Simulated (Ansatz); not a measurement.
# Forces on a displaced structure

AlHSCl (SMILES [SH][Al][Cl]), doublet, displaced at random from its PBE0-D4/def2-TZVP minimum.

S1  (0.435, 0.970, -0.756)
Al2  (-0.405, -0.535, 0.607)
Cl3  (0.222, -2.515, 0.275)
H4  (-0.242, 2.004, -0.140)
(Å)

Program: Ansatz 0.2.0. Basis: def2-TZVPP. Cores are frozen in the correlated methods; orbitals are unrestricted.

CCSD(T) forces from the calculation:
| atom | Fx | Fy | Fz (eV/Å) |
| --- | --- | --- | --- |
| S1 | -0.429 | 0.748 | 0.372 |
| Al2 | -0.059 | 0.113 | 0.051 |
| Cl3 | 0.039 | -0.150 | -0.017 |
| H4 | 0.449 | -0.711 | -0.406 |

Root-mean-square difference of the force components from those of CCSD(T): PBE-D4 0.160; r2SCAN-D4 0.047; PBE0-D4 0.052; wB97M-V 0.019 eV/Å.

No T1 diagnostic of these runs exceeds 0.014. ⟨S²⟩ of the unrestricted Hartree–Fock references: 0.76 (a pure state has 0.75).

For scale, one of the runs: CCSD(T)/def2-TZVPP forces, 140 basis functions (an equivalent command: `ansatz run in.yaml --threads 2`). The run took 2.3 min on 2 CPU threads (shared host), with 2.6 GiB of host memory at its peak.
